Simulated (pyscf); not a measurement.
Structures and frequencies: ωB97X-D3(BJ)/def2-SVP in PySCF.

Question: For the elementary gas-phase step `[ClH]` + `[Cl][In][Cl]` [doublet] -> `[Cl][In]([Cl])[Cl]` + `[H]` [doublet] (doublet surface; Cl–H broken, Cl–In formed), what barrier and reaction energy does ωB97M-D3(BJ)/def2-TZVP give, measured from the separated reactants?

Answer: ΔE‡ = 29.0 kcal/mol, ΔE = +20.1 kcal/mol. Zero-point energy shifts the barrier by -2.9 kcal/mol. It is an atom transfer, with an imaginary mode of 1224i cm⁻¹. On the reactant side the descent ends in a complex, 7.9 kcal/mol under the separated species and 33.2 kcal/mol under the saddle at ωB97X-D3(BJ)/def2-TZVP. At ωB97X-D3(BJ) the barrier from the zero used here is 25.3 kcal/mol. This is the saddle that the search found; another between the same sides may lie lower. The angle at the transferred Cl is 179°. Elements past Kr carry the def2 core potentials, without spin-orbit coupling.
